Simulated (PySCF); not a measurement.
Choosing a molecule for a target property.

Species are written as SMILES; each is one conformer at its optimised geometry, gas phase, non-relativistic unless stated. Electronic properties by PySCF.

Dipoles, sizes and rotational constants follow the conformer. The torsions of the flexible species, by atom-mapped SMILES:
- `[NH2:1][CH:2]=[O:3]`: H–N1–C2–O3 0°, H–N1–C2–O3 180°
- `[CH3:1][S:2][Si@H:3]([O:4][CH:5]=[O:6])[CH:7]1[CH2:8][CH2:9]1`: C1–S2–Si3–O4 177°, S2–Si3–O4–C5 172°, Si3–O4–C5–O6 -2°, S2–Si3–C7–C8 -166°
- `[CH3:1][SiH2:2][P:3]1[CH:4]=[CH:5][CH2:6][CH:7]=[CH:8]1`: C1–Si2–P3–C4 -171°
- `[CH2:1]=[CH:2][C:3]1=[C:4]([CH3:5])[P:6]1[CH2:7][SiH3:8]`: C1–C2–C3–C4 176°, C4–P6–C7–Si8 77°
- `[CH3:1][CH2:2][P@@:3]([CH3:4])(=[S:5])[N:6]([SiH3:7])[SiH3:8]`: C1–C2–P3–C4 -179°, C2–P3–N6–Si7 -131°

Question: Wanted: dipole moment below 1.5 D (PBE0/pcSseg-1) and HOMO–LUMO gap below 6 eV (PBE0/pcSseg-1), at GFN2-xTB geometries. Which candidate meets both?
A. `C=CC1=C(C)P1C[SiH3]` (C6H11PSi)
B. `CS[Si@H](OC=O)C1CC1` (C5H10O2SSi)
C. `C[SiH2]P1C=CCC=C1` (C6H11PSi)
D. `NC=O` (CH3NO)

Answer: C. Computed values:
| species | dipole moment | HOMO–LUMO gap |
| --- | --- | --- |
| C[SiH2]P1C=CCC=C1 (C6H11PSi) | 1.20 D | 5.72 eV |
| C=CC1=C(C)P1C[SiH3] (C6H11PSi) | 1.78 D | 5.09 eV |
| CS[Si@H](OC=O)C1CC1 (C5H10O2SSi) | 2.08 D | 6.79 eV |
| NC=O (CH3NO) | 3.97 D | 8.36 eV |

Question: Wanted: smallest rotational constant between 0.7 GHz and 0.77 GHz (GFN2-xTB) and HOMO energy above -7.6 eV (PBE0/pcSseg-1), at GFN2-xTB geometries. Which candidate meets both?
A. `C[SiH2]P1C=CCC=C1` (C6H11PSi)
B. `N([SiH3])([SiH3])[P@@](C)(CC)=S` (C3H14NPSSi2)
C. `NC=O` (CH3NO)
D. `CS[Si@H](OC=O)C1CC1` (C5H10O2SSi)
E. `FC(F)=C(F)F` (C2F4)

Answer: B. Computed values:
| species | smallest rotational constant | HOMO energy |
| --- | --- | --- |
| CS[Si@H](OC=O)C1CC1 (C5H10O2SSi) | 0.616 GHz | -6.92 eV |
| N([SiH3])([SiH3])[P@@](C)(CC)=S (C3H14NPSSi2) | 0.742 GHz | -6.52 eV |
| C[SiH2]P1C=CCC=C1 (C6H11PSi) | 0.795 GHz | -6.01 eV |
| FC(F)=C(F)F (C2F4) | 2.014 GHz | -7.69 eV |
| NC=O (CH3NO) | 10.004 GHz | -7.52 eV |
